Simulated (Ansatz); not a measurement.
**C₄H₆ClF: basis-set convergence**

An exercise on one series of results from a longer session: the logs are not shown, and one member is left open.

The runs use Ansatz 0.2.0, Gaussian basis; one geometry, several basis sets.

Levels to be run: PBE0-D4/def2-SVP; ωB97M-V/def2-SVP; PBE0-D4/def2-QZVPP; ωB97M-V/def2-QZVPP; the functionals' def2-TZVPP values are taken from earlier runs.

### The relaxed structure

All runs share one geometry, relaxed beforehand with PBE0-D4 in a triple-zeta def2 set.

SMILES `C/C(Cl)=C/CF`, 12 atoms, charge 0, spin multiplicity 1.

Atoms are counted from 1 here; the program's logs count them from 0.

Bond lengths: C1–C2 1.486 Å, C1–H7 1.093 Å, C1–H8 1.093 Å, C1–H9 1.091 Å, C2–Cl3 1.739 Å, C2–C4 1.327 Å, C4–C5 1.483 Å, C4–H10 1.086 Å, C5–F6 1.387 Å, C5–H11 1.096 Å, C5–H12 1.091 Å. Angles: C2–C1–H7 110.8°, C2–C1–H8 110.4°, C2–C1–H9 110.3°, H7–C1–H8 107.3°, H7–C1–H9 108.9°, H8–C1–H9 109.0°, C1–C2–Cl3 113.4°, C1–C2–C4 125.5°, Cl3–C2–C4 121.1°, C2–C4–C5 127.1°, C2–C4–H10 117.0°, C5–C4–H10 115.8°, C4–C5–F6 109.5°, C4–C5–H11 111.0°, C4–C5–H12 111.8°, F6–C5–H11 107.0°, F6–C5–H12 108.3°, H11–C5–H12 109.0°.

Set-up of the first run:

in.yaml

```yaml
crystal:
  periodic: [false, false, false]
  atoms:
    - {symbol: C, position_ang: [-1.897512, 0.106560, -0.473301]}
    - {symbol: C, position_ang: [-0.608190, -0.091270, 0.238620]}
    - {symbol: Cl, position_ang: [-0.801670, -0.594424, 1.892226]}
    - {symbol: C, position_ang: [0.597350, 0.073379, -0.290845]}
    - {symbol: C, position_ang: [1.904814, -0.124664, 0.380235]}
    - {symbol: F, position_ang: [2.733168, 0.954806, 0.109349]}
    - {symbol: H, position_ang: [-2.472944, -0.822246, -0.499068]}
    - {symbol: H, position_ang: [-2.507373, 0.852731, 0.042213]}
    - {symbol: H, position_ang: [-1.717852, 0.440042, -1.496023]}
    - {symbol: H, position_ang: [0.641422, 0.380358, -1.332063]}
    - {symbol: H, position_ang: [2.410237, -1.019787, 0.000159]}
    - {symbol: H, position_ang: [1.795449, -0.210585, 1.462598]}
basis:
  gaussian: {orbitals: def2-SVP}
hamiltonian: {xc: pbe0, dispersion: d4}
output: {orbitals: {seedname: orbitals}}
```

Steps of the session up to this table: PBE0-D4 in def2-SVP; ωB97M-V in def2-SVP; PBE0-D4 in def2-QZVPP; ωB97M-V in def2-QZVPP.

One of the session's tables, all rows but one given; the rest of the session is left out.

It belongs to the step «Density functionals: the series». 

| functional | basis | HOMO (eV) | LUMO (eV) |
| --- | --- | --- | --- |
| PBE0-D4 | def2-SVP | -7.32 | -0.08 |
| PBE0-D4 | def2-TZVPP | -7.41 | -0.29 |
| PBE0-D4 | def2-QZVPP | -7.44 | -0.37 |
| ωB97M-V | def2-SVP | -9.48 | 2.12 |
| ωB97M-V | def2-TZVPP | ? | ? |
| ωB97M-V | def2-QZVPP | -9.63 | 1.66 |

Q: Estimate the row for ωB97M-V, def2-TZVPP from the others.

As computed: HOMO (eV): -9.60; LUMO (eV): 1.83. In the column «HOMO (eV)» it lies between ωB97M-V, def2-QZVPP (-9.63) and ωB97M-V, def2-SVP (-9.48).
